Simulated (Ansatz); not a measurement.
**CH₄ ··· SiNH₅**

The pair of CH₄ (SMILES C, atoms 1–5) and SiNH₅ (SMILES [SiH3]N, atoms 6–12), both closed shells, in one local arrangement (a lower one may exist), relaxed at PBE0-D4/def2-TZVP:

```
12
angstrom
C -0.1083 -0.1776 -2.5904
H -0.8280 0.6254 -2.4340
H 0.8326 0.0768 -2.1024
H 0.0626 -0.3103 -3.6584
H -0.4990 -1.1028 -2.1676
Si 0.0674 0.0718 1.1921
N -0.0878 0.2158 2.8993
H -0.6060 -1.1865 0.7799
H -0.5954 1.2485 0.5738
H 1.4661 0.0222 0.6685
H 0.1516 1.0839 3.3504
H 0.1442 -0.5671 3.4890
```

Ansatz 0.2.0; basis: def2-TZVPPD, with def2-QZVPPD for the basis limit; cores frozen in the correlated methods. B3LYP uses VWN-RPA correlation. Extrapolation: Hartree–Fock as exp(−7.88 √X), correlation as X^−2.97. Interaction energies count from these two fragments, frozen as in the pair, with the counterpoise correction; negative means bound.

Question: What is the interaction energy by CCSD(T) at an estimated basis limit (MP2 extrapolated from triple and quadruple zeta, plus CCSD(T) − MP2 in triple zeta)? (To be estimated.)

Answer: Computed: -0.88 kcal/mol. Hartree–Fock alone gives 0.54 kcal/mol at the basis limit, so without correlation the pair would not bind at this distance. It counts from the two fragments frozen as in the pair.

The same quantity by other methods in triple zeta, and each one's difference from that estimate:
```csv
method,E_int (kcal/mol),difference
PBE-D4,-1.12,-0.23
revPBE-D4,-0.97,-0.09
BLYP-D4,-0.74,0.14
r2SCAN-D4,-0.78,0.10
B97M-V,-0.82,0.06
PBE0-D4,-1.00,-0.11
B3LYP-D4,-0.85,0.03
HSE06-D4,-0.99,-0.11
wB97X-V,-0.89,0.00
wB97M-V,-0.81,0.07
B2PLYP,-0.05,0.83
HF,0.55,1.43
MP2,-0.69,0.19
CCSD,-0.57,0.31
CCSD(T),-0.75,0.13
```
Differences are method less estimate.

Question: Which atoms make the shortest contact between the fragments?

Answer: H3 and H10, 2.84 Å apart.

Basis-set superposition shift (counterpoise-corrected less uncorrected): CCSD(T) 0.24; MP2 0.24; HF 0.04; PBE0-D4 0.05; wB97M-V 0.06 kcal/mol.

The T1 diagnostic stays at or below 0.010.

For scale, one of the runs: CCSD(T)/def2-TZVPPD, 275 basis functions, launched by `ansatz run in.yaml --threads 4 --pin off --events-out ev --progress --plain --max-ram 9574MiB`. The run took 110 s on 4 CPU threads of an Arm Neoverse V1 (shared host), with 7.3 GiB of host memory at its peak.
